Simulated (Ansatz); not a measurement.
SiH4ClF, closed shell: a pair in one relaxed arrangement.

The input file, in.yaml:

```yaml
crystal:
  periodic: [false, false, false]
  atoms:
    - {symbol: F, position_ang: [-0.264704, -0.162219, -2.156411]}
    - {symbol: H, position_ang: [0.310569, -0.783496, -2.519878]}
    - {symbol: Si, position_ang: [-0.028038, 0.178822, 0.791290]}
    - {symbol: Cl, position_ang: [0.191455, 0.370838, 2.832939]}
    - {symbol: H, position_ang: [0.142728, 1.518706, 0.191561]}
    - {symbol: H, position_ang: [-1.376576, -0.369009, 0.533947]}
    - {symbol: H, position_ang: [1.024666, -0.753641, 0.326453]}
basis:
  gaussian: {orbitals: def2-SVP}
hamiltonian: {xc: {name: wB97M-V}}
```

Command:

```bash
ansatz run in.yaml --threads 2 --pin off --events-out ev --progress --plain --max-ram 5222MiB
```

Output of Ansatz 0.2.0:

```
Functional definition: wB97M-V
  name "wB97M-V"
  cite "Mardirossian & Head-Gordon, J. Chem. Phys. 144, 214110 (2016) doi:10.1063/1.4952647"
  cite "Becke, J. Chem. Phys. 107, 8554 (1997) doi:10.1063/1.475007"
  cite "Vydrov & Van Voorhis, J. Chem. Phys. 133, 244103 (2010) doi:10.1063/1.3521275"
  # Of w^i u^j: cxij and so on, Table III.
  parameter omega = 0.3/bohr
  parameter cx = 0.15
  parameter cx01 = 1.007
  parameter cx10 = 0.259
  parameter css00 = 0.443
  parameter css04 = -1.437
  parameter css10 = -4.535
  parameter css20 = -3.390
  parameter css43 = 4.278
  parameter cos00 = 1.000
  parameter cos10 = 1.358
  parameter cos20 = 2.924
  parameter cos21 = -8.812
  parameter cos60 = -1.390
  parameter cos61 = 9.142
  parameter b = 6.0
  parameter c = 0.01
  gx(w, u) = 1 - cx + cx01*u + cx10*w
  gss(w, u) = css00 + css04*u^4 + css10*w + css20*w^2 + css43*w^4*u^3
  gos(w, u) = cos00 + cos10*w + (cos20 + cos21*u)*w^2 + (cos60 + cos61*u)*w^6
  exchange = spin_sum(e_x_unif_sr(omega)*gx(b97_w, b97_u_x)) + cx*exact_x_sr(omega) + exact_x_lr(omega)
  correlation = spin_sum(e_c_pw_mod_same_spin*gss(b97_w, b97_u_same))
      + integral(e_c_pw_mod_opposite_spin*gos(b97_w_opposite, b97_u_opposite)) + vv10(b, c)
658 factors; integrals over basis functions are off by at most 1.2e-3 eV
206 factors; integrals over basis functions are off by at most 8.7e-6 eV
mean field evaluation 1: about -23170.9333 eV, gradient 2.7e1 eV
mean field evaluation 2: about -23171.3904 eV, gradient 2.5e1 eV
mean field evaluation 4: about -23172.2644 eV, gradient 1.4e0 eV
mean field evaluation 8: about -23172.3099 eV, gradient 1.3e-2 eV
mean field evaluation 16: about -23172.3099 eV, gradient 2.2e-5 eV
mean field -23172.30992164 eV, -851.5666828646 hartree, gradient 2.2e-5 eV, S^2 0.000000; 0 other end points of the search recorded, 0 dependent functions left out
reference -23172.30995610 eV, -851.5666841309 hartree; 22, 22 occupied and 48, 48 virtual orbitals, 658 factors
Total energy: -23172.30995610 eV, -851.5666841309 hartree
```

Hardware: 2 CPU threads of an Arm Neoverse V1, shared host. Wall time about 4.2 s.
